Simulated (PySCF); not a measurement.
# Basis set benchmark on one molecule

Molecule: `CCC(F)(F)F`, C$_{3}$H$_{5}$F$_{3}$.

Mapped SMILES: `[CH3:1][CH2:2][C:3]([F:4])([F:5])[F:6]` (H(Xn): hydrogen on atom n).

Geometry PBE0-D3(BJ)/def2-SVP throughout; GIAO in PySCF 2.14.0 with density-fitted response routines, gas phase, one conformer, non-relativistic; equivalent atoms averaged; functional PBE0.

Reference values (measured; Wikipedia, Fluorine-19 nuclear magnetic resonance spectroscopy): δ(F4/F5/F6) = -70.0 ppm vs CFCl3. Computed shifts are taken against CFCl3, calculated as an isolated molecule at each level.

How do the basis sets STO-3G, 6-31G, pcSseg-0, 6-31G*, def2-SVP, cc-pVDZ, pcSseg-1, aug-cc-pVDZ, 6-311+G(2d,p), def2-TZVP, cc-pVTZ, IGLO-III, pcSseg-2 perform against the reference? Times are CPU seconds on shared hosts with different chips, so compare them loosely.

Results:


```csv
basis set,functions,F4/F5/F6,abs. error F,core-s
STO-3G,35,-95.9,25.9,4.2
6-31G,64,-96.2,26.2,8.1
pcSseg-0,64,-91.2,21.2,7.2
6-31G*,94,-85.7,15.7,11
def2-SVP,109,-71.2,1.2,12
cc-pVDZ,109,-82.4,12.4,14
pcSseg-1,127,-85.7,15.7,9
aug-cc-pVDZ,183,-78.1,8.1,29
"6-311+G(2d,p)",192,-83.8,13.8,30
def2-TZVP,216,-80.5,10.5,35
cc-pVTZ,250,-80.8,10.8,43
IGLO-III,260,-82.1,12.1,45
pcSseg-2,286,-82.5,12.5,39
```

For 19F the closest is def2-SVP (1.2 ppm) and the furthest 6-31G (26.2 ppm). Where a smaller basis beats a larger one, errors probably cancel; the largest sets show where the functional converges. One molecule is a small sample, and vibrational and solvent effects are absent from the calculation.

A small basis that lands close on one nucleus may do so by chance; judge by the trend and by all nuclei.
